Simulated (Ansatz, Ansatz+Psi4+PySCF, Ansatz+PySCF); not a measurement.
```xyz
6

C    -0.9826   -0.6529    0.0000
C     0.0086    0.5164    0.0000
H    -0.4599   -1.6129    0.0000
H    -1.6219   -0.5684    0.8811
H    -1.6219   -0.5684   -0.8811
O     1.2037    0.4581    0.0000
```

Basis set: cc-pVTZ (spherical functions). Left uncorrelated: 3 orbitals. Correlation on ROHF uses semicanonical orbitals with singles. Charge 0, multiplicity 2.

Computed with Ansatz (development build ahead of 0.2.0); each method stands on the lowest determinant of its kind that the runs found.

Give the atomization energy at this shape (free ground-state atoms in the same class of orbitals less the molecule, no zero-point energy) of doublet C2H3O by ROHF-CCSD(T), ROHF-MP2, UHF-MP2, ROHF, UHF.

| method | atomization energy |
| --- | --- |
| ROHF-CCSD(T) | 565.42 kcal/mol |
| ROHF-MP2 | 579.45 kcal/mol |
| UHF-MP2 | 578.52 kcal/mol |
| ROHF | 420.45 kcal/mol |
| UHF | 413.70 kcal/mol |
